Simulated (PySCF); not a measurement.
Bond stretch in SMILES N (H3N). The N1–H4 bond (N1 also carries H, H; H4 carries nothing else) is varied alone, starting from the PBE0/def2-TZVP optimised geometry.

Calculation: CCSD(T) on UHF/cc-pVDZ, 1 core orbital frozen in PySCF 2.14.0.

**Question.** Relative to R = 1.03 Å, what are the energies at R = 0.92, 1.24, 1.67, 3.51 Å?

**Answer.** 28.1 kJ/mol at 0.92 Å, 65.4 kJ/mol at 1.24 Å, 279.9 kJ/mol at 1.67 Å, 449.4 kJ/mol at 3.51 Å.

The unrestricted determinant behind UCCSD(T) is spin-contaminated at 1.51 to 3.51 Å (<S²> up to 1.0, against 0.00 for a pure singlet).
